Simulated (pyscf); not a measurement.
PySCF, gas phase, ωB97X-D3(BJ)/def2-SVP geometries. MP2 and CC: frozen core, UHF for open shells. ΔMP2 is the change of the MP2 total energy from the triple- to the quadruple-zeta basis.

**Question.** Estimate the classical barrier height and the reaction energy of `[O]=[Ge]([OH])[OH]` → `[O]=[Ge]=[O]` + `[OH2]` at CCSD/def2-TZVPP. The step runs on the singlet surface, breaks H–O, Ge–O and forms H–O; take the reactant's lowest minimum found as zero.

**Answer.** ΔE‡ = 47.3 kcal/mol, ΔE = +52.5 kcal/mol. CCSD(T)/def2-TZVPP + ΔMP2(QZVPP) gives 43.9 kcal/mol and +48.6 kcal/mol. Zero-point energy shifts the barrier by -2.4 kcal/mol. It is an elimination, with an imaginary mode of 1224i cm⁻¹. On the product side the descent ends in an adduct with a Ge–O contact, 18.4 kcal/mol under the separated species and 9.4 kcal/mol under the saddle at ωB97X-D3(BJ)/def2-TZVP. At CCSD the saddle lies under the separated products, which points to a path from their complex (located at ωB97X-D3(BJ) alone), and parting the products costs more than the saddle. What is counted as broken (Ge–O) persists as a longer contact in the product adduct; parting that adduct is a step of its own. One saddle was located; it need not be the lowest between these sides. The CCSD(T) − MP2 part came from Ansatz, without density fitting, on the same reference. The frozen core leaves the outer d or s,p core shells of the metals and heavy elements correlated in the MP2 and CC values, and def2-TZVPP describes them poorly, which can shift differences by a few kcal/mol. Elements up to Kr have no core potential and no relativistic terms here.
